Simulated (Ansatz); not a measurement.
Molecule: NO (charge 0, doublet). SMILES: [N]=O
Coordinates optimised at B3LYP-D3(BJ)/def2-TZVP (Ansatz, a quantum-chemistry and plane-wave program):
```xyz
2

N      0.0000     0.0000    -0.6106
O      0.0000     0.0000     0.5343
```
Charge 0, spin multiplicity 2.

Quantity: enthalpy of formation at 298 K, in kcal/mol. Conventions: six Cartesian d functions in 6-31G* and its kin unless marked 5d; spin-orbit terms left out; non-relativistic; UHF or UKS for open shells; valence correlation only; 6-311+G** with 5d; LANL2DZ all-electron up to Ne. Ab initio and DFT rows: single points at B3LYP-D3(BJ) geometries (Ansatz), with unscaled harmonic terms from B3LYP/6-31G* at its own minima, enthalpies of formation by atomisation with measured atoms. A UHF reference is markedly spin-contaminated in at least one set, which strains HF and MP2.

Measured values: Active Thermochemical Tables 1.112 (ions: stationary electron), as tabulated in the package chemicals; they hold spin-orbit and core effects, anharmonicity. 

Value to compare with, the measured value: 21.8 kcal/mol.

| level | program | enthalpy of formation at 298 K (kcal/mol) | error |
|---|---|---|---|
| MP2/STO-3G | Ansatz | 112.1 | 90.3 |
| MP2/3-21G | Ansatz | 85.6 | 63.8 |
| MP2/LANL2DZ | Ansatz | 89.5 | 67.7 |
| MP2/6-31G* | Ansatz | 35.2 | 13.4 |
| MP2/6-311+G** | Ansatz | 32.6 | 10.8 |

Among the 5 habitual levels, MP2/STO-3G lies farthest from the measured value (90.3 kcal/mol) and MP2/6-311+G** nearest (10.8); 5 of 5 lie above it, and their mean absolute error is 49.2 kcal/mol, the median 63.8. One case shows no general order.

The sets are all those run for this method; runs whose electronic state is in doubt are left out.
